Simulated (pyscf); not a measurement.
Optimised with ωB97X-D3(BJ)/def2-SVP in PySCF. MP2 and CC: frozen core, UHF for open shells. ΔMP2 is the change of the MP2 total energy from the triple- to the quadruple-zeta basis.

Problem. Estimate by transition-state theory the rate constant of Cl–Ag (SMILES [Cl][Ag]) + H• (SMILES [H]) -> Ag• (SMILES [Ag]) + HCl (SMILES Cl) (doublet surface; Ag–Cl broken, Cl–H formed) at 900 K, with CCSD(T)/def2-TZVPP + ΔMP2(QZVPP) energies (ideal gas, 1 atm, RRHO with modes under 100 cm⁻¹ raised to 100, one conformer, R ln 2 for chiral ones without a mode under 150 cm⁻¹; no tunnelling).

Solution. The electronic barrier is 2.9 kcal/mol and the thermal terms add +17.3, so ΔG‡ = 20.2 kcal/mol. With k_BT/h = 1.88e+13 s⁻¹ and RT = 1.788 kcal/mol, and a volume of 1.23e-19 cm³ per molecule at 1 atm, k = 2.9e-11 cm³ molecule⁻¹ s⁻¹. Wigner's tunnelling factor for 987i cm⁻¹ would be 1.10. A shift of 1 kcal/mol in the barrier changes k by a factor 1.7. The reactants may also form a dative adduct at Cl–Ag; it and routes through it were not searched. The angle at the transferred Cl is 180°. The CCSD(T) − MP2 part came from Ansatz, without density fitting, on the same reference. The frozen core leaves the outer d or s,p core shells of the metals and heavy elements correlated in the MP2 and CC values, and def2-TZVPP describes them poorly, which can shift differences by a few kcal/mol. Open-shell species with a d-block atom are single-reference here; other states, and whether the spin sits on metal or ligand, were not checked. Elements past Kr carry the def2 core potentials, without spin-orbit coupling.
